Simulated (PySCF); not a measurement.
formate(1-), CHO2 (charge -1), SMILES O=C[O-], point group C2v.

Level: PBE0/pcSseg-2 in PySCF (density fitting, grid level 2); geometry and Hessian at that level, cubic constants and property derivatives from steps of ±0.6 along each species' dimensionless normal coordinates, second-order vibrational perturbation theory. The parent has the commonest isotopes.

Equilibrium geometry (Å):

```json
{"atom": "O1", "x": "-0.8901", "y": "-0.8249", "z": "0.1572"}
{"atom": "C2", "x": "0.0163", "y": "-0.0198", "z": "0.4389"}
{"atom": "O3", "x": "1.1693", "y": "-0.2131", "z": "0.8660"}
{"atom": "H4", "x": "-0.2546", "y": "1.0768", "z": "0.2793"}
```

Problem. How much do zero-point and thermal motion change the parent's shieldings?

Solution. 
```json
{"atom": "O1", "σe (ppm)": "-30.59", "anharmonic part, 0 K": "-2.67", "harmonic part, 0 K": "-7.11", "Δσ at 0 K": "-9.79", "Δσ at 500 K": "-11.26", "Δσ at 700 K": "-12.86"}
{"atom": "C2", "σe (ppm)": "14.50", "anharmonic part, 0 K": "-0.78", "harmonic part, 0 K": "-1.15", "Δσ at 0 K": "-1.93", "Δσ at 500 K": "-2.32", "Δσ at 700 K": "-2.69"}
{"atom": "H4", "σe (ppm)": "21.82", "anharmonic part, 0 K": "-0.17", "harmonic part, 0 K": "-0.23", "Δσ at 0 K": "-0.40", "Δσ at 500 K": "-0.42", "Δσ at 700 K": "-0.46"}
```

Problem. And the bond lengths, in the parent and with ¹⁸O at 1?

Solution. 
```csv
bond,re (Å),⟨r⟩ at 0 K,between mean positions,"⟨r⟩, labelled"
O1–C2,1.2446,1.2489,1.2478,1.2488
C2–H4,1.1408,1.1696,1.1586,1.1696
```

The study (116 SCF points, 122 basis functions) took 6.9 min on 1 thread of Arm Neoverse V1 (shared host) (rough), peak memory 0.58 GiB, launched as `OMP_NUM_THREADS=1 python ens_run.py task.json out`.
